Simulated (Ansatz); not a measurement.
**SF2 (sulfur difluoride) at HSE06/def2-TZVP**

Aim: the vertical ionisation energy of SF2 (sulfur difluoride) at HSE06/def2-TZVP, from 2 runs. 

Program for the calculation: Ansatz 0.2.0.

42 further runs of the same task are left out: 42 set aside as unsound or not needed.

### 1 The system as given

SF2 has 3 atoms, charge 0, and is taken as a singlet. As SMILES, `FSF`. The coordinates come from a PBE0-D4/def2-TZVP relaxation.

Bond lengths: F1–S2 1.590 Å, S2–F3 1.590 Å. Angles: F1–S2–F3 98.6°.

### 2 The energy at HSE06/def2-TZVP

job.yaml

```yaml
crystal:
  periodic: [false, false, false]
  atoms:
    - {symbol: F, position_ang: [0.440140, 1.116450, 0.365400]}
    - {symbol: S, position_ang: [-0.601990, 0.126530, -0.315250]}
    - {symbol: F, position_ang: [0.161840, -1.242970, -0.050150]}
basis:
  gaussian:
    orbitals: def2-TZVP
hamiltonian:
  xc: {name: HSE06}
accuracy: high
output: {orbitals: {seedname: orbitals}}
```

Started as:

```
$ ansatz run job.yaml --threads 1 --pin off --max-ram 3480MiB --events-out events.jsonl --progress --plain --runs-dir runs
```

The log of the run:

```text
Warning: RAYON_NUM_THREADS=1 ignored (pool sized by the plan → 1); use --threads N
Functional definition: HSE06
  name "HSE06"
  parameter a = 0.25
  parameter omega = 0.11/bohr
  exchange = pbe_x - a*pbe_x_sr(omega) + a*exact_x_sr(omega)
  correlation = pbe_c
1532 factors; integrals over basis functions are off by at most 3.3e-9 eV
65 factors; integrals over basis functions are off by at most 1.3e-9 eV
mean field evaluation 1: about -16259.4173 eV, gradient 3.5e1 eV
mean field evaluation 2: about -16255.8131 eV, gradient 6.1e1 eV
mean field evaluation 4: about -16260.9797 eV, gradient 7.0e-1 eV
mean field evaluation 8: about -16261.1465 eV, gradient 1.2e-1 eV
mean field evaluation 16: about -16261.1465 eV, gradient 1.6e-6 eV
mean field -16261.14650294 eV, -597.5861117821 hartree, gradient 4.7e-8 eV, S^2 0.000000; 0 other end points of the search recorded, 0 dependent functions left out
reference -16261.14650484 eV, -597.5861118520 hartree; 17, 17 occupied and 82, 82 virtual orbitals, 1532 factors
Total energy: -16261.14650484 eV, -597.5861118520 hartree
```

It took 5.1 s on 1 thread of Arm Neoverse V1, shared host; peak memory 0.24 GiB.

### 3 The doublet cation at the same level

Edit job.yaml of step 2 so:

```diff
@@ -9,4 +9,8 @@
     orbitals: def2-TZVP
+total_charge: 1
+magnetization:
+  spin_polarized: true
+  initial_magnetization: 1
 hamiltonian:
-  xc: {name: HSE06}
+  xc: hse06
 accuracy: high
```

Started as:

```
$ ansatz run job.yaml --threads 1 --pin off --max-ram 3480MiB --events-out events.jsonl --progress --plain --runs-dir runs
```

The log of the run, cut to the lines that bear on the results:

```text
Warning: RAYON_NUM_THREADS=1 ignored (pool sized by the plan → 1); use --threads N
[... 6 set-up lines as earlier in the session ...]
1532 factors; integrals over basis functions are off by at most 3.3e-9 eV
65 factors; integrals over basis functions are off by at most 1.3e-9 eV
mean field evaluation 1: about -16239.3025 eV, gradient 6.3e1 eV
mean field evaluation 2: about -16170.8311 eV, gradient 1.5e2 eV
mean field evaluation 4: about -16250.8254 eV, gradient 3.8e0 eV
mean field evaluation 8: about -16251.0471 eV, gradient 3.0e-1 eV
mean field evaluation 16: about -16251.0475 eV, gradient 4.8e-4 eV
mean field -16251.04750100 eV, -597.2149803060 hartree, gradient 1.7e-8 eV, S^2 0.755902; 0 other end points of the search recorded, 0 dependent functions left out
reference -16251.04750302 eV, -597.2149803803 hartree; 17, 16 occupied and 82, 83 virtual orbitals, 1532 factors
Total energy: -16251.04750302 eV, -597.2149803803 hartree
```

Run time: 8.7 s. Hardware: 1 thread of Arm Neoverse V1, shared host; peak memory 0.32 GiB.

### 4 Summary of results

Level: HSE06/def2-TZVP.

| quantity | value |
| --- | --- |
| singlet SF2: total energy | -597.58611 Eh |
| singlet SF2: HOMO energy | -6.77 eV |
| singlet SF2: LUMO energy | -2.04 eV |
| singlet SF2: HOMO–LUMO gap | 4.72 eV |
| doublet cation: total energy | -597.21498 Eh |
| doublet cation: HOMO energy (highest over α and β) | -16.97 eV |
| doublet cation: LUMO energy (lowest over α and β) | -13.39 eV |
| doublet cation: ⟨S²⟩ | 0.756 |
| vertical ionisation energy (to the doublet cation) | 10.099 eV |

What this shows: The vertical ionisation energy comes to 10.10 eV (974 kJ/mol). The negative HOMO energy of the first species, 6.77 eV, lies 3.33 eV below that difference.
